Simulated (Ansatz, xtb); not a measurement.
## Relative energy of two isomers of CH4NO+

Structure a is `[NH2+]=CO`, a singlet and structure b is `[NH3+]C=O`, a singlet. Both are isolated ions in the gas phase, relaxed with PBE0-D4/def2-TZVP; the shapes shown needn't be the lowest conformers.

a (Å):

```xyz
7

C    -0.3323   -0.5402    1.0042
N    -0.3887   -0.7974    2.2688
O     0.0717   -1.3292    0.0840
H    -0.1079   -1.6833    2.6732
H    -0.7288   -0.0892    2.9077
H    -0.6526    0.4362    0.6485
H     0.3652   -2.2110    0.3688
```

b (Å):

```xyz
7

C    -0.6469   -1.3902    0.8048
N     0.0806   -0.5110    1.8584
O    -1.7889   -1.5708    0.9365
H     0.8252   -1.0355    2.3304
H    -0.6081   -0.2060    2.5544
H     0.5067    0.3147    1.4237
H     0.0449   -1.7467    0.0313
```

Problem. Estimate E(b) − E(a) at the level CCSD(T)/def2-TZVPP.

Solution. Calculated at CCSD(T)/def2-TZVPP: E(b) − E(a) = +58.3 kJ/mol, so structure a lies lower.

Level by level:

| level | geometry | E(b) − E(a) (kJ/mol) | departure from the last row (kJ/mol) | job, with rough time for the two |
| --- | --- | --- | --- | --- |
| GFN2-xTB | GFN2-xTB | +108.7 | +50.4 | optimisation, 0.21 s |
| HF/STO-3G | GFN2-xTB | +23.0 | −35.3 | single point, 0.36 s |
| r2SCAN-D4/def2-SVP | GFN2-xTB | +71.5 | +13.2 | single point, 2.5 s |
| PBE0-D4/def2-TZVP | PBE0-D4/def2-TZVP | +71.2 | +12.9 | optimisation, 34 s |
| HF/def2-TZVPP | PBE0-D4/def2-TZVP | +81.6 | +23.2 | part of the CCSD(T) run |
| MP2/def2-TZVPP | PBE0-D4/def2-TZVP | +57.0 | −1.3 | part of the CCSD(T) run |
| CCSD(T)/def2-TZVPP | PBE0-D4/def2-TZVP | +58.3 |  | single point, 45 s |

As drawn, b has 1 C–N, 1 C=O, 1 N–H in place of 1 C=N, 1 C–O, 1 O–H.

The levels shown agree on the order. The largest departure from CCSD(T)/def2-TZVPP is that of GFN2-xTB, 50.4 kJ/mol.

With harmonic frequencies from PBE0-D4/def2-TZVP (ideal gas, rigid rotor, one conformer each, 298.15 K, 1 atm): on the last row, ΔE + ΔZPE = +54.9, ΔH = +56.3, ΔG = +52.7 kJ/mol.

The correlated steps freeze 3 core orbitals. Programs: Ansatz 0.2.0, xtb 6.7.1; the last row on 2 threads of Intel(R) Xeon(R) Processor @ 2.50GHz (Skylake/Cascade Lake) on a shared host.
